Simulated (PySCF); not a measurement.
Numbering as in the mapped SMILES `[CH3:1][C:2](=[O:3])[c:4]1[cH:5][cH:6][cH:7][cH:8][cH:9]1`. Hydrogens are named by the atom that carries them.

- σ from GIAO-PBE0/pcSseg-1
- geometry: GFN2-xTB
- program: PySCF 2.14
- one computed conformer, relativity neglected, one averaged value for each set of equivalent atoms, no solvent model

Referencing at the same level of theory: 13C (σref 186.93) against TMS.

Task: Do the 13C shifts follow the atomic charges (in e)? Tabulate both.

Result: 
```tsv
atoms	hybridisation	δ (ppm)	σ para (ppm)	Hirshfeld	IAO	Mulliken	ESP-fitted
C2	sp2	200.2	-258	+0.16	+0.38	+0.27	+0.64
C4	sp2	140.0	-217	-0.02	-0.07	-0.36	-0.12
C7	sp2	139.0	-206	-0.04	-0.13	-0.06	-0.09
C5/C9	sp2	135.1	-199	-0.04	-0.13	+0.01	-0.10
C6/C8	sp2	133.8	-201	-0.05	-0.15	-0.07	-0.16
C1	sp3	28.7	-95	-0.12	-0.48	-0.25	-0.53
```

Correlation coefficients of δ with charge over these carbons: Hirshfeld +0.87, IAO +0.94, Mulliken +0.66, ESP-fitted +0.90; with the paramagnetic shielding -0.99. Among the 5 sp2 carbons alone: Hirshfeld +1.00, IAO +1.00, Mulliken +0.73, ESP-fitted +1.00. With so few points, grouped by hybridisation, these coefficients are fragile. Charge is one influence among several: hybridisation and low-lying excitations act through the paramagnetic term.

Shifts are as computed. Against solution values, carbons near 30 ppm lie about +3 ppm off and those near 130 ppm about +5 ppm. Of 1211 compounds with measured shifts, 218 miss one by over three times the rms of a fit or turn the order of signals round; such compounds aren't used in these exercises.
